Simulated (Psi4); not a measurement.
Internal rotation in SMILES C#CCC (C₄H₆), singlet. Scanned: dihedral C2–C3–C4–H8; all other coordinates were relaxed at GFN2-xTB. Heavy atoms are numbered in the order of the SMILES C#CCC, hydrogens after them in the order of the atoms that carry them; the mirror image has the same energies with the sign of each dihedral reversed.

Methods: PBE/def2-TZVP // GFN2-xTB (Psi4); PBE-D3(BJ)/def2-TZVP // GFN2-xTB (Psi4); PBE0/def2-TZVP // GFN2-xTB (Psi4); MP2/cc-pVTZ = DF-MP2 (frozen core)/cc-pVTZ // GFN2-xTB (Psi4).

Energies relative to the lowest point of each profile, in kcal/mol; the last columns give the difference from MP2:

```
φ / °  PBE/def2-TZVP  PBE-D3(BJ)/def2-TZVP  PBE0/def2-TZVP  MP2/cc-pVTZ  PBE/def2-TZVP − MP2/cc-pVTZ  PBE-D3(BJ)/def2-TZVP − MP2/cc-pVTZ  PBE0/def2-TZVP − MP2/cc-pVTZ
-----  -------------  --------------------  --------------  -----------  ---------------------------  ----------------------------------  ----------------------------
0               2.93                  2.94            3.06         3.37                        -0.44                               -0.42                         -0.31
10              2.72                  2.73            2.83         3.12                        -0.40                               -0.39                         -0.29
20              2.15                  2.15            2.24         2.46                        -0.31                               -0.30                         -0.22
30              1.40                  1.40            1.46         1.59                        -0.20                               -0.19                         -0.14
40              0.68                  0.68            0.71         0.77                        -0.09                               -0.09                         -0.06
50              0.18                  0.18            0.19         0.20                        -0.02                               -0.02                         -0.01
60              0.00                  0.00            0.00         0.00                         0.00                                0.00                          0.00
70              0.18                  0.19            0.19         0.21                        -0.03                               -0.03                         -0.02
80              0.70                  0.70            0.73         0.80                        -0.10                               -0.10                         -0.07
90              1.41                  1.42            1.47         1.62                        -0.20                               -0.20                         -0.14
100             2.16                  2.17            2.25         2.47                        -0.31                               -0.30                         -0.22
110             2.72                  2.73            2.84         3.12                        -0.40                               -0.39                         -0.29
```

PBE/def2-TZVP is furthest from MP2/cc-pVTZ at 0 (-0.44 kcal/mol, below); its mean absolute difference over the points is 0.21 kcal/mol.

PBE-D3(BJ)/def2-TZVP is furthest from MP2/cc-pVTZ at 0 (-0.42 kcal/mol, below); its mean absolute difference over the points is 0.20 kcal/mol.

PBE0/def2-TZVP is furthest from MP2/cc-pVTZ at 0 (-0.31 kcal/mol, below); its mean absolute difference over the points is 0.15 kcal/mol.
